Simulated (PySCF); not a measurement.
## From computed data to an observable: dipole moment from atomic charges

CH5N, SMILES CN. Atoms are numbered in the order given.

```xyz
7

C     -0.7012    -0.0177     0.0000
N      0.7452     0.1211     0.0000
H     -1.1131     0.4854     0.8777
H     -1.1131     0.4854    -0.8777
H     -1.0753    -1.0520     0.0000
H      1.1463    -0.3301     0.8120
H      1.1463    -0.3301    -0.8120
```

Geometry optimised at PBE0-D3(BJ)/def2-TZVP.

Charges (e) from PBE/def2-TZVPD (PySCF):

| atom | IAO | ESP fit |
|---|---|---|
| C1 | -0.323 | 0.244 |
| N2 | -0.598 | -0.884 |
| H3 | 0.150 | 0.019 |
| H4 | 0.150 | 0.019 |
| H5 | 0.115 | -0.057 |
| H6 | 0.253 | 0.330 |
| H7 | 0.253 | 0.330 |

The dipole moment of the full density is 1.25 D.

What dipole moment does each set of point charges give, and which comes closer to that of the density?


μ = Σ q r, and 1 e Å = 4.8032 D.
IAO: Σ q r = (-0.097, -0.209, 0.000) e Å, |μ| = 1.11 D.
ESP fit: Σ q r = (-0.054, -0.251, 0.000) e Å, |μ| = 1.23 D.
ESP fit comes closer in size. Point charges leave out the atoms' own dipoles (lone pairs, polarised bonds); fits to the potential absorb them, partitions of the density don't.
